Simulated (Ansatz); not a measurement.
# AlSiH (singlet): the correlation ladder at scale of all distances = 1.518, cc-pVTZ

An exercise on one series of results from a longer session: the logs are not shown, and one member is left open.

Program: Ansatz 0.2.0, Gaussian basis. Level of theory: cc-pVTZ, core rule «outside noble gas», up to 10 orbitals frozen. These are calculated values, not measurements.

To be run: UHF; CCSD(T) on RHF; CCSD(T) on UHF; BCCD(T) on RHF; CISD; CCSDT(Q) on RHF; CASSCF and NEVPT2, 8 electrons in 9 orbitals.

19 further runs of the same task are left out: 2 for a known fault of the program, 14 that didn't finish, 3 set aside as unsound or not needed.

### The system

The geometry derives from a PBE0/def2-TZVP stationary point (not a proven minimum). All distances are scaled together.

3 atoms, charge 0, spin multiplicity 1.

Atoms are counted from 1 here; the program's logs count them from 0.

No contacts short enough for the rule that draws bonds.

The first run:

Input file in.yaml:

```yaml
crystal:
  periodic: [false, false, false]
  atoms:
    - {symbol: Si, position_ang: [0.000000, 0.000000, -3.189021]}
    - {symbol: Al, position_ang: [0.000000, 0.000000, 0.384053]}
    - {symbol: H, position_ang: [0.000000, 0.000000, 2.804968]}
basis:
  gaussian: {orbitals: cc-pVTZ}
magnetization: {spin_polarized: true, initial_magnetization: 0}
hamiltonian: {xc: hf}
output: {orbitals: {seedname: orbitals}}
```

Started as:

```sh
$ ansatz run in.yaml --threads 1 --pin off --events-out ev --progress --plain --max-ram 2393MiB
```

Steps of the session up to this table: UHF; CCSD(T) on RHF; CCSD(T) on UHF; BCCD(T) on RHF; CISD; CCSDT(Q) on RHF; CASSCF and NEVPT2, 8 electrons in 9 orbitals.

One table of the session follows, with a row left open; its other results are not shown here.

| method | from RCCSDT(Q) (meV) |
| --- | --- |
| RHF | +5617.0 |
| UHF | ? |
| RMP2 | +1814.3 |
| UMP2 | +1047.2 |
| CISD | +1085.9 |
| RCCSD | +453.6 |
| UCCSD | -203.2 |
| RCCSD(T) | +204.5 |
| UCCSD(T) | -424.5 |
| BCCD(T) | +204.2 |
| RCCSDT | +59.3 |
| RCCSDT(Q) | 0 |
| CASSCF valence | +3168.4 |
| NEVPT2 valence | +858.2 |

Q: Estimate the row for UHF from the others.

The run gave: from RCCSDT(Q) (meV): +4221.0. In the column «from RCCSDT(Q) (meV)» it lies between CASSCF valence (+3168.4) and RHF (+5617.0).

The program flags UCCSD(T), RCCSDT(Q) as in doubt (see the logs), so the zero of the table is itself unsure.

To keep in mind: The determinant is far from a pure spin state, so its energy mixes those of several spin states (harmless only where they are near-degenerate, as at dissociation). The report flags that the cluster equations may have other roots. The program flags UCCSD(T), RCCSDT(Q) as in doubt, so the zero of the table is itself unsure. Warnings: restricted reference is unstable; spin contamination; coupled cluster took another determinant than the lowest; large T1 diagnostic. Restricted and unrestricted rows rest on different reference determinants; where their highest levels disagree by more than a few hundredths of an eV, they describe different states and don't form one ladder.
